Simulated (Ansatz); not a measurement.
Born–Oppenheimer molecular dynamics of C$_{3}$H$_{4}$O (8 atoms, charge 0, multiplicity 1). It starts at the highest image of a converged band. Of that band: Neighbouring images differ by up to 2.4 eV, so the band resolves the path poorly. A vibrational analysis at the climbing image gives one clearly imaginary mode, 806i cm⁻¹: a first-order saddle point.

Computed with RKS PBE-D4/STO-3G (Ansatz 0.2.0).

| Item | Value |
| --- | --- |
| ensemble | NVE (velocity Verlet) |
| time step | 0.5 fs |
| steps asked | 200 |
| starting velocities drawn for | 100 K |
| seed | 12438 |

First frame:

```xyz
8
Properties=species:S:1:pos:R:3
O -0.504 1.519 -0.819
C 0.084 0.528 -0.012
C 1.318 0.145 0.740
C 0.268 -0.956 0.077
H -1.371 1.053 -1.154
H -0.003 0.702 1.237
H 0.715 -1.462 -0.794
H -0.415 -1.586 0.670
```

(1) What does the run give?

(2) What happens to the structure?

(3) How do temperature and energy run in time?

Answers

(1) All steps were run.

| Item | Value |
| --- | --- |
| steps done | 200 |
| time covered | 100 fs |
| mean temperature over the second half | 2173 K |
| spread of the potential energy over the second half | 102.1 meV per atom |
| mean potential energy of the second half above the start | -201.1 meV per atom |

The conserved energy stayed within 0.73 meV per atom of its start (net change -0.06 meV per atom), so the integration is sound. The system heated up, since it started high on the potential surface and ran downhill. A run of 0.1 ps of so small a system gives no equilibrium averages. The orbitals stay closed-shell, which can raise the energy where a bond breaks towards radicals; this wasn't checked here. Limits of this set-up: minimal basis.

(2) The step under study would form C2–H6 and break C3–H6. These pairs go: C2–H6 1.26 → 1.89 Å, C3–H6 1.52 → 1.16 Å. In the last frame they stand as before the step (other bonds may differ from the relaxed reactants and products). It ends as one piece, C3H4O. Pairs count as bonded within 1.25 times the sum of covalent radii (0.12 Å more for H–H). This is one draw of velocities; another would differ in detail.

(3) 
```csv
time (fs),T (K),potential energy less start (eV),conserved less start (meV/atom)
0.0,100,0.000,0.00
8.0,50,0.039,0.07
16.0,159,-0.045,0.11
24.0,2384,-1.772,-0.08
32.0,3192,-2.400,-0.15
40.0,1168,-0.827,0.16
48.0,1163,-0.824,0.07
56.0,3530,-2.663,-0.31
64.0,2020,-1.489,0.00
72.0,898,-0.620,-0.21
80.0,2847,-2.130,0.00
88.0,3170,-2.384,-0.42
96.0,709,-0.471,0.13
```

Time of the run: 3.4 min on 1 thread of Arm Neoverse V1, with other jobs on the host, peak memory 0.08 GiB.
